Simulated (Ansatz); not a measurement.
The same path of AlClH2 + H (5 atoms, charge 0, multiplicity 2) was run twice with different band settings. Lost on the way: Al1–H2. Made: H2–H5.

Method: UKS PBE-D4/def2-SVP in Ansatz.

Relaxed end points:

```xyz
5
Properties=species:S:1:pos:R:3
Al 0.007 0.000 -0.096
H 0.072 0.000 1.508
Cl 1.843 0.000 -1.153
H -1.334 0.000 -0.955
H -0.008 0.000 3.381
```

```xyz
5
Properties=species:S:1:pos:R:3
Al 0.016 0.000 -0.527
H 0.027 0.000 2.735
Cl 1.867 0.000 -1.591
H -1.328 0.000 -1.438
H -0.002 0.000 3.505
```

Common settings: movable images 5; climbing image yes; optimiser quadratic models (default); start path through a guess of the saddle point; force threshold 0.05 eV/Å; iteration limit 60; end points relaxed.

| run | spring |
| --- | --- |
| 1 | 5.0 eV/Å² |
| 2 | 2.0 to 10.0 eV/Å², energy-weighted |

What does each run give, and how far can it be trusted?

Run 1: converged after 10 iterations, highest image 0.000 eV above the first end. The highest image is an end point: on this band no image between the ends rises above it. A vibrational analysis next to that end finds imaginary modes (394i cm⁻¹), so it isn't a minimum.
Run 2: converged after 9 iterations, highest image 0.000 eV above the first end. The highest image is an end point: on this band no image between the ends rises above it.
